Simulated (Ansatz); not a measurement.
A calculation with Ansatz (development build ahead of 0.2.0).

```yaml
crystal:
  periodic: [false, false, false]
  atoms:
    - { symbol: O, position_ang: [0.0, 0.0, 0.0] }
    - { symbol: B, position_ang: [0.0, 3.1372, 1.8113] }
    - { symbol: S, position_ang: [0.0, -3.5764, 2.0648] }
basis:
  gaussian: { orbitals: pcseg-2 }
magnetization:
  spin_polarized: true
  initial_magnetization: 3
hamiltonian:
  xc: hf
```

The input is written out in the form of the current development build from the run's settings.

The run gave:

- Converged: yes
- Total energy: -496.84274 hartree
- Spin squared of the determinant: 4.770
- Stability test: minimum

Caution: the unrestricted determinant is a mixture of spin states; other spin multiplicities may lie lower.
